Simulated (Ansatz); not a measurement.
Ansatz (a program for electronic structure) input (CCSD(T)/cc-pCVDZ): A basis named .json is the Basis Set Exchange file of that set (core-valence sets with the plain set on hydrogen).

Ansatz 0.2 input:
```yaml
crystal:
  periodic: [false, false, false]
  atoms:
    - {symbol: C, position_ang: [-0.00000000, -0.00000000, -0.00000000]}
    - {symbol: H, position_ang: [0.00360111, 1.07859343, -0.02702022]}
    - {symbol: H, position_ang: [0.93257816, -0.54247981, 0.01097634]}
    - {symbol: H, position_ang: [-0.93617928, -0.53611362, 0.01604388]}
basis:
  gaussian:
    orbitals: cc-pCVDZ.json
magnetization: {spin_polarized: true, initial_magnetization: 1}
correlation: {method: ccsd_t, electrons: outside_noble_gas}
```

Output:

```
Functional definition: HF
integrals: 0.01 GiB planned
284 factors; integrals over basis functions are off by at most 1.4e-3 eV
mean field: 0.05 GiB planned
mean field evaluation 1: about -1076.0065 eV, gradient 1.0e1 eV
mean field evaluation 2: about -1076.0075 eV, gradient 1.0e1 eV
mean field evaluation 4: about -1076.5903 eV, gradient 9.4e-1 eV
mean field evaluation 8: about -1076.5996 eV, gradient 3.2e-4 eV
mean field evaluation 16: about -1076.5975 eV, gradient 3.3e-1 eV
mean field -1076.59961555 eV, -39.5643061259 hartree, gradient 1.9e-6 eV, S^2 0.761180; 0 other end points of the search recorded, 0 dependent functions left out
1 core orbitals not correlated
reference -1076.59961555 eV, -39.5643061259 hartree; 4, 3 occupied and 28, 29 virtual orbitals, 284 factors
second order -3.47683143 eV of doubles, -0.00000000 eV of singles
coupled cluster: 0.07 GiB planned
cycle   1  -3.94047166 eV  change   -4.6e-1 eV  update   3.9e-2
cycle   2  -4.08179021 eV  change   -1.4e-1 eV  update   1.4e-2
cycle   3  -4.09329767 eV  change   -1.2e-2 eV  update   4.7e-3
cycle   4  -4.09439394 eV  change   -1.1e-3 eV  update   1.6e-3
cycle   5  -4.09443804 eV  change   -4.4e-5 eV  update   4.5e-4
cycle   6  -4.09450057 eV  change   -6.3e-5 eV  update   1.1e-4
cycle   7  -4.09450290 eV  change   -2.3e-6 eV  update   3.2e-5
cycle   8  -4.09450139 eV  change    1.5e-6 eV  update   7.2e-6
perturbative correction -0.07254311 eV, -0.0026659100 hartree
Total energy: -1080.76666004 eV, -39.7174421866 hartree
```
